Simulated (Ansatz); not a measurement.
A calculation on diamond-structure Si returned lattice constant a 5.486 Å, bulk modulus 89.5 GPa, zone-centre TO phonon frequency 517 cm⁻¹, elastic constant C11 163 GPa, elastic constant C44 82.8 GPa, Voigt–Reuss–Hill shear modulus 70.4 GPa.

For reference: lattice constant a 5.421 Å (measured, static lattice: zero-point anharmonic expansion removed; as tabulated in Mejia-Rodriguez and Trickey (2018), arXiv:1807.09216); bulk modulus 101 GPa (measured, 0 K value with zero-point phonon effects removed; as tabulated in Sun et al. (2011), doi:10.1103/physrevb.84.035117); zone-centre TO phonon frequency 525 cm⁻¹ (measured, low temperature, zero-point motion not removed; as tabulated in Tanner et al. (2021), arXiv:2110.11888); elastic constant C11 168 GPa (measured, low temperature, zero-point motion not removed; as tabulated in Tanner et al. (2021), arXiv:2110.11888); elastic constant C44 80.2 GPa (measured, low temperature, zero-point motion not removed; as tabulated in Tanner et al. (2021), arXiv:2110.11888).

Which level of theory produced these numbers?
(A) PBE (Ansatz, an electronic-structure program)
(B) LDA (Ansatz)
(C) B3LYP (VWN-RPA form) (Ansatz)
(D) Hartree–Fock (Ansatz)

C, B3LYP (VWN-RPA form) (Ansatz)

The others give: PBE 5.470 Å, 88.7 GPa, 503 cm⁻¹, 153 GPa, 74.2 GPa, 62.3 GPa; Hartree–Fock 5.506 Å, 104 GPa, 570 cm⁻¹, 194 GPa, 99.3 GPa, 84.9 GPa; LDA 5.402 Å, 96.4 GPa, 513 cm⁻¹, 161 GPa, 75.5 GPa, 63.1 GPa.

Unless a cell is named, each level is at its own relaxed cell (B3LYP (VWN-RPA form) 20.64, Hartree–Fock 20.86, LDA 19.70, PBE 20.46 Å³/atom).

Ansatz's density-functional and Hartree–Fock values are scalar-relativistic unless marked +SOC, with PAW data made under PBE.
